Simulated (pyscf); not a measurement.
PySCF, gas phase, ωB97X-D3(BJ)/def2-SVP geometries.

Question: Estimate by transition-state theory the rate constant of H₃C–N(CH₃)–SiH₃ (SMILES CN(C)[SiH3]) + H₂O (SMILES O) → H₃C–NH–CH₃ (SMILES CNC) + HO–SiH₃ (SMILES O[SiH3]) (singlet surface; N–Si, H–O broken, H–N, O–Si formed) at 1200 K, with ωB97M-D3(BJ)/def2-TZVP energies (ideal gas, 1 atm, RRHO with modes under 100 cm⁻¹ raised to 100, one conformer, R ln 2 for chiral ones without a mode under 150 cm⁻¹; no tunnelling).

Answer: The electronic barrier is 14.3 kcal/mol and the thermal terms add +46.4, so ΔG‡ = 60.8 kcal/mol. With k_BT/h = 2.50e+13 s⁻¹ and RT = 2.385 kcal/mol, and a volume of 1.64e-19 cm³ per molecule at 1 atm, k = 3.5e-17 cm³ molecule⁻¹ s⁻¹. Wigner's tunnelling factor for 1117i cm⁻¹ would be 1.07. A shift of 1 kcal/mol in the barrier changes k by a factor 1.5. On the reactant side the descent ends in a complex, 5.7 kcal/mol under the separated species and 20.0 kcal/mol under the saddle at ωB97X-D3(BJ)/def2-TZVP. On the product side the descent ends in a bound adduct, 8.9 kcal/mol under the separated species and 32.3 kcal/mol under the saddle at ωB97X-D3(BJ)/def2-TZVP. H₃C–NH–CH₃ lies 7.8 kcal/mol over its isomer H₃C–CH₂–NH₂ (electronic energy, ωB97M-D3(BJ)/def2-TZVP). This is the saddle that the search found; another between the same sides may lie lower.
